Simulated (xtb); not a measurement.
# C6H14 (2,3-dimethylbutane): GFN1-xTB

Aim: charged excitations of C6H14 (2,3-dimethylbutane). 

The results are computed with xtb 6.7.1 later snapshot.

7 further runs of the same task are left out: 7 set aside as unsound or not needed.

### Step 1. The structure to begin with

C6H14: 20 atoms, total charge 0, spin state singlet. As SMILES, `CC(C)C(C)C`. The shape was relaxed beforehand at GFN2-xTB. This is one conformer, not always the lowest.

Some bond lengths: C1–C2 1.529 Å, C2–C3 1.527 Å, C2–C4 1.543 Å, C4–C5 1.529 Å, C4–C6 1.527 Å, C1–H7 1.088 Å, C1–H8 1.087 Å, C1–H9 1.088 Å, C2–H10 1.097 Å, C3–H11 1.087 Å, C3–H12 1.088 Å, C3–H13 1.087 Å, C4–H14 1.097 Å, C5–H15 1.087 Å, C5–H16 1.088 Å, C5–H17 1.088 Å. Some angles: C1–C2–C3 109.7°, C1–C2–C4 111.3°, C3–C2–C4 113.5°, C2–C4–C5 111.3°, C2–C4–C6 113.5°, C5–C4–C6 109.7°, C1–C2–H10 107.5°, C3–C2–H10 107.9°, C4–C2–H10 106.7°, C2–C1–H7 110.8°.

### Step 2. Charged excitations at GFN1-xTB

Input file .CHRG:

```
0
```

Input file .UHF:

```
0
```

Input file start.xyz:

```xyz
20

C     -0.84829500    -1.71053000    -0.69682700
C      0.24880600    -0.83427700    -0.09235500
C      1.19858800    -0.36737100    -1.19348600
C     -0.34867700     0.32224900     0.73554900
C      0.69907800     0.94551000     1.65782500
C     -0.99495100     1.41142600    -0.11803300
H     -1.52619200    -2.06870400     0.07505300
H     -1.42651600    -1.15791200    -1.43333800
H     -0.40924000    -2.57352600    -1.19285200
H      0.82215100    -1.45752500     0.60502000
H      1.97875300     0.27521400    -0.79436400
H      1.67606200    -1.22795200    -1.65764800
H      0.65925400     0.17506000    -1.96568300
H     -1.12891200    -0.11523200     1.37063800
H      1.48083600     1.43650600     1.08340900
H      0.23701200     1.69054600     2.30202200
H      1.15927800     0.18746900     2.28807900
H     -1.73146300     0.99315600    -0.79882000
H     -1.49980500     2.13111700     0.52321200
H     -0.24578900     1.94477700    -0.69742200
```

On the command line:

```bash
$ xtb --vipea --acc 0.1 -- start.xyz | tee xtb.out
```

What values should one expect? Wanted: total energy; dispersion energy; vertical ionisation energy; vertical electron affinity.

Computed results:

At GFN1-xTB:

| quantity | value |
| --- | --- |
| total energy | -20.26404 Eh |
| dispersion energy | -20.80 kJ/mol |
| vertical ionisation energy (program's own) | 10.36 eV |
| vertical electron affinity (program's own) | -3.72 eV |
